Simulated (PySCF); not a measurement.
# A complex of ammonia and methanimine

A gas-phase complex of ammonia and methanimine; neutral, singlet. The structure comes from a short search (a few tight-binding starts) and was relaxed by PBE0-D3(BJ)/def2-SVPD; another way of binding may lie lower. No frequency run checks that it is a minimum.

Parts: 1 = ammonia (N), atoms 1–4; 2 = methanimine (C=N), atoms 5–9.

```xyz
9

N    -0.027    0.146   -0.018
H     0.449   -0.261   -0.818
H    -0.221    1.117   -0.248
H    -0.923   -0.324    0.071
C     2.311   -0.513    2.930
N     1.360    0.312    2.834
H     2.893   -0.572    3.862
H     2.616   -1.205    2.122
H     0.911    0.251    1.910
```
(Å; atoms numbered from 1)

| contact | kind (by geometry) | distance (Å) | angle (°) |
| --- | --- | --- | --- |
| H9···N1 | hydrogen bond | 2.146 | 179 |

Interaction energies are complex less parts, with the parts frozen as they stand in it; counterpoise-corrected, in kcal/mol (PySCF). The CCSD(T) estimate is Hartree-Fock/aug-cc-pVTZ, plus the MP2 correlation part extrapolated as X⁻³ from aug-cc-pVDZ and aug-cc-pVTZ, plus CCSD(T) less MP2 in aug-cc-pVDZ; noble-gas cores are frozen. It isn't the exact limit.

(1) Give the interaction energy at each level run.

(2) What holds them together? Decompose the MP2/aug-cc-pVTZ energy: frozen parts, their antisymmetrised product, then relaxation.

Answers

(1) 
```csv
level,interaction,superposition error removed
Hartree-Fock/aug-cc-pVTZ,-1.93,-
MP2/aug-cc-pVTZ,-3.79,-0.42
"CCSD(T), estimated basis limit",-3.81,-
```

(2) electrostatic -7.3, Pauli repulsion +7.8, orbital relaxation -2.5, correlation -2.2 kcal/mol, which sum to the value before the counterpoise correction, the first three by Hartree-Fock. Of the attraction, 61 % is electrostatic, 21 % is orbital relaxation, 19 % is correlation.
